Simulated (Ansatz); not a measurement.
**Predicting a hybrid from its neighbours: C4H9Cl**

C4H9Cl: 14 atoms, total charge 0, spin state singlet. As SMILES, `CCCCCl`. Geometry: relaxed at PBE0-D4/def2-TZVP. This is one conformer, not always the lowest.

The vertical ionisation energy (to the doublet cation) y, in eV, basis 6-31G(d); a is the functional's share of exact exchange. Programs: Ansatz 0.2.0.

| functional | program | a | y (eV) |
| --- | --- | --- | --- |
| BLYP | Ansatz | 0 | 9.76 |
| r2SCAN | Ansatz | 0 | 10.18 |
| B3LYP | Ansatz | 0.2 | 10.37 |
| r2SCAN0 | Ansatz | 0.25 | ? |
| PBE0 | Ansatz | 0.25 | 10.46 |
| BHLYP | Ansatz | 0.5 | 10.72 |

**Question.** Fit y = c + s·a to the known rows and predict r2SCAN0.

**Answer.** 
1. Means of the 5 rows: a = 0.1900, y = 10.298.
2. Σ(Δa)² = 0.172, Σ(Δa·Δy) = 0.2659, so the slope is 0.2659/0.172 = 1.5459.
3. Intercept: 10.298 − (1.5459) × 0.1900 = 10.004. The largest residual of the fit is 0.24.
4. r2SCAN0: 10.004 + (1.5459) × 0.25 = 10.39 eV.

The run gave 10.60 eV, so the prediction is off by -0.21 eV, within the scatter of the fit. The rows mix families of semi-local functionals, which the line can't see.
